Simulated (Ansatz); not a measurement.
Reactions of C4H3FS (`Fc1ccsc1`).

Gas-phase electronic energies from Ansatz, PBE0-D4/def2-TZVP geometries. CCSD(T)/CBS is the MP2 limit (def2-TZVPP, def2-QZVPP) plus CCSD(T) − MP2 in def2-TZVPP, frozen cores. Small cases extrapolate CCSD(T) itself. No spin–orbit coupling; open shells (•) take unrestricted orbitals. Spin–orbit coupling would lower the free atoms: a little for C, F, S. Each species was taken in one conformer, which may not be the lowest.

```tsv
reaction	HF/CBS(def2) (kJ/mol)
`Fc1ccsc1` → `C=C1C=C(F)S1`	154
`Fc1ccsc1` + HCl → `Clc1ccsc1` + H–F	-3
`Fc1ccsc1` → 4 C• + F• + 3 H• + S•	2861
`Fc1ccsc1` + H₂O → `Oc1ccsc1` + H–F	-6
```

Question: Give the CCSD(T)/CBS values in the same order. (Best estimate.)

Answer: The calculation gave: 157, -30, 4044, -14 kJ/mol.

Largest T1 diagnostic: 0.014, for `C=C1C=C(F)S1`.

Extrapolated directly: `Fc1ccsc1` → 4 C• + F• + 3 H• + S•.
